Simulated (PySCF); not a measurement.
## MgCl⁻: from constants to spectrum

RHF-CCSD(T) constants of MgCl⁻, ¹Σ⁺ (singlet), closed shell (PySCF, spin-free X2C with a Gaussian nucleus, basis sets Mg aug-cc-pVDZ-DK, Cl aug-cc-pVDZ-DK; masses 23.9850 and 34.9689 u):

| Quantity | Value |
| --- | --- |
| ωe | 292.6 cm⁻¹ |
| ωexe | 2.57 cm⁻¹ |
| Be | 0.1995 cm⁻¹ |
| αe | 0.00216 cm⁻¹ |

Question: What force constant and bond length do these constants imply?

Answer: Reduced mass μred = 14.227 u; k = 5.8918×10⁻⁷·μred·ωe² (u, cm⁻¹, mdyn/Å) = 0.718 mdyn/Å; Re = √(16.8576/(μred·Be)) (u, cm⁻¹, Å) = 2.437 Å.

Question: Estimate the centrifugal constant D from the Kratzer relation and find the Dunham coefficient a1.

Answer: D = 4Be³/ωe² = 3.71e-07 cm⁻¹; a1 = −1 − αeωe/(6Be²) = -3.65.

Correlated steps freeze 6 core orbitals.
